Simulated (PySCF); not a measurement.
## Gas-phase XPS of Si(SiH3)H3, computed

Si(SiH3)H3.
Z-matrix (Å and degrees, PBE0-D3(BJ)/def2-SVP geometry), rows numbered from 1:
```
Si
Si  1  2.3455
H   2  1.4954  1  110.17
H   2  1.4954  1  110.14  3  -119.99
H   2  1.4954  1  110.18  3   120.03
H   1  1.4954  2  110.14  3    56.20
H   1  1.4954  2  110.20  3   -63.79
H   1  1.4954  2  110.16  3   176.18
```

Method used: delta-SCF UKS SCAN, pcX-2 on the ionised atom, pcseg-1 elsewhere, spin-free X2C (PySCF). These are vertical core ionisation energies against the vacuum level, from separate self-consistent calculations with and without the core hole.

List the computed XPS lines with their assignment.

```csv
atom(s),environment,level,binding energy (eV),2p1/2 (eV),count
Si1/Si2,silicon bonded to Si and 3 H,Si 2p3/2,106.66,107.28,2
Si1/Si2,silicon bonded to Si and 3 H,Si 1s,1846.37,–,2
```

Which photon wavelength matches the Si 2p3/2 of Si1/Si2 threshold?

λ = hc/E = 12398.42 eV Å / 106.66 eV = 116.242 Å.

Give the binding energy of Si 2p3/2 of Si1/Si2 in hartree and in kJ/mol.

106.66 eV = 3.9197 Eh = 10291 kJ/mol.

Atoms equivalent by their bonding share one computed value, that of the first of them. The 2p values add to the ΔSCF energy of one spin-free hole a correction within the shell (spin–orbit coupling, ligand field). 2p1/2 minus 2p3/2 (ligand field included): Si 0.62 eV. Geometry: PBE0-D3(BJ)/def2-SVP; no solvent, vibrations or thermal averaging.

On x86-64 server, one thread (shared host), this took 3.8 s.
